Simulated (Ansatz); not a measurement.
Input for Ansatz (development build ahead of 0.2.0):

```yaml
crystal:
  periodic: [false, false, false]
  atoms:
    - { symbol: O, position_ang: [0.0, 0.0, 0.0] }
    - { symbol: O, position_ang: [0.0, 2.725, 1.675] }
    - { symbol: O, position_ang: [0.0, -2.725, 1.675] }
basis:
  gaussian: { orbitals: pcseg-2 }
hamiltonian:
  xc: pbe0
```

The input is written out in the form of the current development build from the run's settings.

Results

```yaml
Converged: yes
Total_energy: -224.72819 hartree
Spin_squared_of_the_determinant: 0.000
Stability_test: minimum among restricted orbitals
```

Caution: an unrestricted determinant lies well below.
